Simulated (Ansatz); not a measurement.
Basis-set extrapolation for `FCCCl` (PBE0-D4/def2-TZVP geometry, frozen core, Ansatz). Multiplicity 1, RHF reference.

```json
{"": "HF", "def2-TZVPP": "-637.084746", "def2-QZVPP": "-637.105624"}
{"": "MP2 correlation", "def2-TZVPP": "-0.782498", "def2-QZVPP": "-0.848870"}
{"": "CCSD(T) correlation", "def2-TZVPP": "-0.849788", "def2-QZVPP": "not run"}
```

Energies in hartree. Use E(X) = E(∞) + A·exp(−7.88·√X) for Hartree–Fock and E(X) = E(∞) + B·X^(−2.97) for correlation, with X = 3 and 4, and add CCSD(T) minus MP2 of the smaller set to the MP2 limit.

Problem. What is the CCSD(T) energy at the basis-set limit?

Solution. HF limit: -637.105624 + (-0.020878) × 0.13774 = -637.10850. MP2 limit: -0.848870 + (-0.066372) × 0.74074 = -0.89803. Higher-order term: -0.849788 − (-0.782498) = -0.06729. Total: -638.07382 hartree, 365.7 kJ/mol below CCSD(T)/def2-TZVPP.
